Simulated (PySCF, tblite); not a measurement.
# CH₅ClSi, a small molecule taken as a stand-in for a surface group (C site with back bonds [SiH3], Cl, [H]): NMR shifts, core binding energies and electronic excitations

Wanted: the NMR shifts, core binding energies and electronic excitations for `[SiH3]CCl`.

Computed with tblite 0.8.0 and PySCF 2.14.0; each step states its level. No surroundings beyond the atoms listed, unless a continuum is named. Atoms count from 0, parts from 1.

### 1 Starting point

8 atoms, charge 0, multiplicity 1; geometry: distance geometry start.

### 2 Relaxing the cluster with GFN2-xTB

What the job is given:

```
{"job": {"kind": "relax", "xc": "GFN2-xTB", "basis": "xTB"}, "charge": 0, "multiplicity": 1}
C     -0.018407     0.554709    -0.163568
Si     0.900512    -0.576570    -1.287610
Cl    -1.745013     0.462908    -0.582485
H      0.320914     1.528100    -0.338567
H      0.106522     0.285231     0.807466
H      0.671732    -1.926393    -0.903409
H      2.294598    -0.262919    -1.210333
H      0.478695    -0.386369    -2.630193
```

With the program's defaults for keys left out, this is: GFN2-xTB geometry optimisation, gas phase.

Started as:

```sh
> OMP_NUM_THREADS=1 python cluster_run.py task.json out
```

The driver reads the jobs from task.json and runs them one after another.

**Question.** The jobs that follow are: PBE0-D3(BJ)/def2-SVP geometry optimisation, gas phase; GIAO PBE0/pcSseg-2 NMR shielding, non-relativistic, gas phase; delta-SCF UKS SCAN, pcX-2 on the ionised atom, pcseg-1 elsewhere, spin-free X2C; TDDFT CAM-B3LYP/def2-SVPD, vertical, gas phase, core orbitals frozen in the response. Predict: point group; rotational constants (main isotopes); 13C shifts against TMS (PBE0/pcSseg-2); 1H shifts against TMS (PBE0/pcSseg-2, means over atoms taken as alike); 29Si shifts against TMS (PBE0/pcSseg-2); 35Cl shifts against HCl (PBE0/pcSseg-2); C1s binding energies, SCAN/pcX-2; Si2p binding energies, SCAN/pcX-2; Cl2p binding energies, SCAN/pcX-2; lowest singlet (CAM-B3LYP/def2-SVPD); brightest single state of those computed; lowest triplet; vertical ionisation energy (ΔSCF).

As calculated:

| quantity | value |
| --- | --- |
| point group | Cs |
| rotational constants (main isotopes) | 21.69, 3.18, 2.92 GHz |
| 13C shifts against TMS (PBE0/pcSseg-2) | 27.8 ppm |
| 1H shifts against TMS (PBE0/pcSseg-2, means over atoms taken as alike) | 4.15, 4.00, 2.96 ppm |
| 29Si shifts against TMS (PBE0/pcSseg-2) | -63.7 ppm |
| 35Cl shifts against HCl (PBE0/pcSseg-2) | 43 ppm |
| C1s binding energies, SCAN/pcX-2 | C0 292.01 eV |
| Si2p binding energies, SCAN/pcX-2 | Si1 107.36 eV |
| Cl2p binding energies, SCAN/pcX-2 | Cl2 206.63 eV |
| lowest singlet (CAM-B3LYP/def2-SVPD) | 6.79 eV (183 nm), f = 0.020 |
| brightest single state of those computed | state 5, 8.46 eV, f = 0.029 |
| lowest triplet | 6.09 eV |
| vertical ionisation energy (ΔSCF) | 10.68 eV |

What this shows: Relaxing lowered the energy by 0.076 eV in 3 steps; the close pair that moved most is Si1–H5, from 1.451 to 1.491 Å (PBE0/def2-SVP). At PBE0/pcSseg-2: The widest tensor belongs to Cl2: span 319 ppm, with a paramagnetic part of -248 ppm. The lowest singlet, at 6.79 eV, is HOMO→LUMO 0.64, HOMO→LUMO+1 0.20 and is weak; of the 6 states computed, the strongest absorption comes from state 5 at 8.46 eV. The lowest triplet lies 0.70 eV below the lowest singlet (triplets in Tamm-Dancoff, singlets in full TDDFT). ΔSCF puts the ionisation energy at 10.68 eV, 1.08 eV above −ε(HOMO).
